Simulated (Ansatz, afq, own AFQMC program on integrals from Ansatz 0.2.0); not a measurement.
Two steps: Ansatz 0.2.0 writes the Fock matrix and Cholesky factors of the valence space, and afq projects on them the lowest state that overlaps trial and start.

```yaml
crystal:
  periodic: [false, false, false]
  atoms:
    - {symbol: Au, position_ang: [0.000000, 0.000000, 0.000000]}
    - {symbol: Si, position_ang: [0.000000, 0.000000, 3.714000]}
basis:
  gaussian: {orbitals: def2-TZVP}
total_charge: 1
magnetization: {spin_polarized: true, initial_magnetization: 2}
correlation: {method: ccsd_t, electrons: outside_noble_gas, hamiltonian_folder: ham}
```

```sh
$ ansatz run in.yaml --threads 1 --pin off --events-out ev --progress --plain --max-ram 16896MiB --backend cuda --devices 0, --max-vram 18GiB
```

afq runs on the folder ham with

```
--method phaseless --trial cisd --walkers 3100 --populations 20 --least-time 60 --time-step 0.005 --steps-per-block 50 --equilibration-blocks 40 --max-blocks 4000 --target-error 0.00045 --factor-cut 1e-05 --start spin_pure --seed 786 --release-times 0.24,0.6,1.2,1.8,2.6 --release-step 0.04 --release-every 3 --taylor-order 6
```

Times are imaginary, in 1/Eh. The walk had a cap of 343 s. With eight or more populations the least sampling time is a fifth of least-time, and the error comes from their spread. Core potentials past Kr, no spin–orbit coupling.

```
orbitals 68  electrons 8 6  factors 501 of 590
reference energy -423.39032543 Eh
CCSD correlation -0.31759702 Eh in 17 cycles, weight of the determinant in the CISD state 0.8390
energy of the start -423.707178 Eh
 block  time / (1/Eh)  mean weight  energy / Eh
     1     0.250  0.9996  -423.702934
     2     0.500  1.0001  -423.706170
     3     0.750  1.0001  -423.709343
     4     1.000  0.9999  -423.710687
     5     1.250  1.0001  -423.711485
     7     1.750  0.9994  -423.711707
     9     2.250  0.9999  -423.713726
    11     2.750  1.0002  -423.714308
    15     3.750  0.9997  -423.714867
    19     4.750  1.0001  -423.715281
    23     5.750  0.9994  -423.714958
    27     6.750  0.9999  -423.715340
    31     7.750  0.9999  -423.715718
    35     8.750  1.0003  -423.716164
    39     9.750  0.9995  -423.715683
    43    10.750  1.0000  -423.715693
    47    11.750  0.9995  -423.715354
    51    12.750  0.9998  -423.714258
    55    13.750  0.9997  -423.715409
    59    14.750  0.9998  -423.714428
    63    15.750  1.0002  -423.713653
    67    16.750  1.0003  -423.714895
    71    17.750  0.9998  -423.713262
    75    18.750  0.9997  -423.715424
    79    19.750  0.9995  -423.715951
    83    20.750  0.9998  -423.716873
    87    21.750  1.0000  -423.715997
    89    22.250  0.9999  -423.714618
error from the spread of 20 populations
released: time / (1/Eh)  energy / Eh  error  mean overlap
  0.24  -423.715591  0.000176  0.9953
  0.60  -423.715663  0.000196  0.9941
  1.20  -423.715525  0.000271  0.9891
  1.80  -423.715898  0.000286  0.9816
  2.60  -423.715383  0.000378  0.9759
energy -423.715129 +/- 0.000182 Eh
(rows thinned)
```

Task: Estimate how long the walk took on 1 × NVIDIA H100 80GB HBM3 with 2 threads of AMD EPYC 7R13 Processor (Zen 3), with other jobs on the host (the card was shared).

Result: 2 min of wall time.

The run passed its tests (sampling time, drift between the halves within three errors, error under three times the target), which doesn't prove that it has relaxed.

Against this walk (error 5.0 meV) on the same determinant: CCSD(T) 8.4 meV higher (within the noise), CCSDT(Q) 25.1 meV lower. The error is statistical and leaves out the bias of the constraint. Released to 1.80 1/Eh the energy lies 21 ± 9 meV (both errors) below the phaseless value, which shows part or all of the bias of the constraint, and CCSDT(Q) lies 4.2 meV below the released value. CCSDT(Q) is the surest value here, so the walk's 25 meV above it is most likely the bias of the constraint with this trial, which can have either sign.

Cautions: constraint bias not in the error; no spin-orbit coupling; outer-core shells of the metal frozen; lower spins were not checked; higher spins were not checked; raised T1 diagnostic (T1 0.041, weight of the determinant 0.84, largest double 0.08).

CCSDT and higher add their correlation energy to the determinant of the CCSD(T) run, since their own runs factorise the integrals more tightly (a shift of under 2 meV). A walk keeps the symmetry of its determinant, which the program's search chose and which needn't be the lowest solution, so a lower state of the same spin and another symmetry isn't excluded.
